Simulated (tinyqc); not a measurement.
RKS/exchange-only LDA in the sto-6g basis, for OH-, spin multiplicity 1, step by step. The basis has no diffuse functions, so it cannot describe the extra electron: this is an exercise in the method, not the real anion. One step of it, computed by the program tinyqc.

Question. Iteration 1: building the Kohn-Sham matrix. J_ij = sum D_kl (ij|kl); F = H + J + V_xc; E = tr D H + tr D J / 2 + E_xc + E_nn.

D at the start, lower triangle:
```
            1O 1s      1O 2s    1O 2px    1O 2py     1O 2pz     2H 1s
1O 1s    0.100651
1O 2s   -0.462917   2.130277
1O 2px   0.000000   0.000000  2.000000
1O 2py   0.000000   0.000000  0.000000  2.000000
1O 2pz  -0.003121   0.017855  0.000000  0.000000   2.017914
2H 1s    0.030571  -0.190252  0.000000  0.000000  -0.190925  2.034821
```

core Hamiltonian H = T + V (hartree), lower triangle:
```
             1O 1s      1O 2s     1O 2px     1O 2py     1O 2pz      2H 1s
1O 1s   -32.204312
1O 2s    -7.110453  -8.430912
1O 2px    0.000000   0.000000  -6.735787
1O 2py    0.000000   0.000000   0.000000  -6.735787
1O 2pz   -0.004011  -0.047869   0.000000   0.000000  -6.753895
2H 1s    -0.177005  -0.537925   0.000000   0.000000  -0.471086  -2.655213
```

Two-electron integrals (ij|kl) in chemists' order, unique and non-zero (hartree):
```
(11|11) 4.787491   (21|11) 0.675884   (21|21) 0.121505   (22|11) 1.117379
(22|21) 0.249212   (22|22) 0.817383   (31|31) 0.025762   (32|31) 0.039145
(32|32) 0.180664   (33|11) 1.117381   (33|21) 0.249212   (33|22) 0.817382
(33|33) 0.880663   (41|41) 0.025762   (42|41) 0.039145   (42|42) 0.180664
(43|43) 0.047461   (44|11) 1.117381   (44|21) 0.249212   (44|22) 0.817382
(44|33) 0.785741   (44|44) 0.880663   (51|51) 0.025762   (52|51) 0.039145
(52|52) 0.180664   (53|53) 0.047461   (54|54) 0.047461   (55|11) 1.117381
(55|21) 0.249212   (55|22) 0.817382   (55|33) 0.785741   (55|44) 0.785741
(55|55) 0.880663   (61|11) 0.017667   (61|21) 0.003052   (61|22) 0.006151
(61|33) 0.006139   (61|44) 0.006139   (61|51) 0.000151   (61|52) 0.000300
(61|55) 0.006175   (61|61) 0.000078   (62|11) 0.059621   (62|21) 0.013566
(62|22) 0.051539   (62|33) 0.050658   (62|44) 0.050658   (62|51) 0.001071
(62|52) 0.008906   (62|55) 0.053301   (62|61) 0.000345   (62|62) 0.004777
(63|31) 0.001263   (63|32) 0.007830   (63|53) 0.001716   (63|63) 0.000558
(64|41) 0.001263   (64|42) 0.007830   (64|54) 0.001716   (64|64) 0.000558
(65|11) 0.051456   (65|21) 0.011838   (65|22) 0.047677   (65|33) 0.045871
(65|44) 0.045871   (65|51) 0.001997   (65|52) 0.014879   (65|55) 0.051289
(65|61) 0.000310   (65|62) 0.005343   (65|65) 0.006422   (66|11) 0.273014
(66|21) 0.063100   (66|22) 0.272576   (66|33) 0.266861   (66|44) 0.266861
(66|51) 0.003983   (66|52) 0.047057   (66|55) 0.284005   (66|61) 0.001597
(66|62) 0.037578   (66|65) 0.047124   (66|66) 0.774999
```

nuclear repulsion = 2.18555379 hartree

V_xc (hartree), lower triangle:
```
            1O 1s      1O 2s     1O 2px     1O 2py     1O 2pz      2H 1s
1O 1s   -1.129412
1O 2s   -0.231006  -0.739499
1O 2px   0.000000   0.000000  -0.737581
1O 2py   0.000000   0.000000   0.000000  -0.737581
1O 2pz  -0.000172  -0.002171   0.000000   0.000000  -0.741827
2H 1s   -0.005802  -0.042008   0.000000   0.000000  -0.039207  -0.447575
```

E_xc = sum of w rho eps_xc = -5.10196430 hartree

Give: Coulomb J; Kohn-Sham matrix F; total energy of this density.

Answer.

Coulomb J (hartree), lower triangle:
```
        1O 1s  1O 2s  1O 2px  1O 2py  1O 2pz  2H 1s
1O 1s   9.475
1O 2s   2.105  7.059
1O 2px  0.000  0.000   7.048
1O 2py  0.000  0.000   0.000   7.048
1O 2pz  0.008  0.093   0.000   0.000   7.081
2H 1s   0.052  0.486   0.000   0.000   0.475  3.737
```

Kohn-Sham matrix F (hartree), lower triangle:
```
          1O 1s   1O 2s  1O 2px  1O 2py  1O 2pz  2H 1s
1O 1s   -23.859
1O 2s    -5.236  -2.111
1O 2px    0.000   0.000  -0.425
1O 2py    0.000   0.000   0.000  -0.425
1O 2pz    0.004   0.043   0.000   0.000  -0.414
2H 1s    -0.131  -0.094   0.000   0.000  -0.036  0.634
```

total energy of this density = -31.25371 hartree
